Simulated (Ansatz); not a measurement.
An input meant for [BMeH3]- (CH₆B⁻) (charge -1, singlet).

```yaml
crystal:
  periodic: [false, false, false]
  atoms:
    - {symbol: B, position_ang: [-0.002091, 0.002994, -0.820166]}
    - {symbol: C, position_ang: [0.002114, -0.003032, 0.830406]}
    - {symbol: H, position_ang: [-1.019510, 0.036458, 1.260541]}
    - {symbol: H, position_ang: [0.550124, 0.860563, 1.259574]}
    - {symbol: H, position_ang: [0.478989, -0.910819, 1.253257]}
    - {symbol: H, position_ang: [1.164932, -0.040606, -1.264331]}
    - {symbol: H, position_ang: [-0.548112, 1.038858, -1.256015]}
    - {symbol: H, position_ang: [-0.626455, -0.984416, -1.263256]}
basis:
  gaussian: {orbitals: pcseg-2}
total_charge: -1
hamiltonian: {xc: {name: M06-2X}}
scf: {lower_state_search: off}
output: {forces: true}
```

```sh
$ ansatz run in.yaml --threads 2 --pin off --events-out ev --progress --plain --max-ram 4352MiB
```

**Question.** Predict how Ansatz answers.

**Answer.** The input was rejected before any iteration. The method's name isn't one that the program takes here.
```
Error: YAML parse error: error: line 15 column 19: hamiltonian.xc: no functional is named "M06-2X"; the names, which are not case-sensitive, are SVWN5, SPW92, PBE, PBE0, PBEsol, revPBE, revPBE0, RPBE, rPW86-PBE, HSE06, wPBEh, LC-wPBE, HISS, HF, BLYP, B3LYP, B3LYP5, BHLYP, CAM-B3LYP, r2SCAN, r2SCANh, r2SCAN0, r2SCAN50, m-r2SCAN, B97, wB97, wB97X, wB97X-V, B97M-V, wB97M-V, B2PLYP, B2GP-PLYP, PBE0-DH, PBE-QIDH
13 |   gaussian: {orbitals: pcseg-2}
14 | total_charge: -1
15 | hamiltonian: {xc: {name: M06-2X}}
16 | scf: {lower_state_search: off}
17 | output: {forces: true}
```
